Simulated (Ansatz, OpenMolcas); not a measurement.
## C2H7Si (SMILES C[SiH]C): methods side by side

C2H7Si has 10 atoms, charge 0, and is taken as a doublet. As SMILES, `C[SiH]C`. The shape is that of a PBE0-D4/def2-TZVP optimisation.

```xyz
10

C    -1.0653    0.7290   -0.8762
Si    0.5795    0.6764    0.0263
C     0.7450   -0.8633    1.0868
H    -1.1737   -0.1437   -1.5290
H    -1.1454    1.6253   -1.4945
H    -1.8991    0.7279   -0.1704
H     1.7071    0.7520   -0.9522
H    -0.0435   -0.9050    1.8418
H     1.7081   -0.8846    1.6006
H     0.6703   -1.7650    0.4696
```

Quantity: the energy change with the C3–H9 bond stretched from 1.092 to 1.638 Å, in eV. The values are calculated.

| level | kind | program | value (eV) |
| --- | --- | --- | --- |
| U-revPBE/6-311+G** | GGA | OpenMolcas | 1.88 |
| UBLYP/6-311+G** | GGA | OpenMolcas | 1.85 |
| U-r2SCAN/6-311+G** | meta-GGA | OpenMolcas | 2.02 |
| UM06-L/6-311+G** | meta-GGA | OpenMolcas | 2.07 |
| UTPSS/6-311+G** | meta-GGA | OpenMolcas | 1.94 |
| UB3LYP/6-311+G** | global hybrid | OpenMolcas | 2.00 |
| UM06-2X/6-311+G** | hybrid meta-GGA | OpenMolcas | 2.10 |
| UPBE0/6-311+G** | global hybrid | Ansatz | 2.07 |

The first shape isn't each level's own minimum. The values span 1.85 to 2.10 eV.
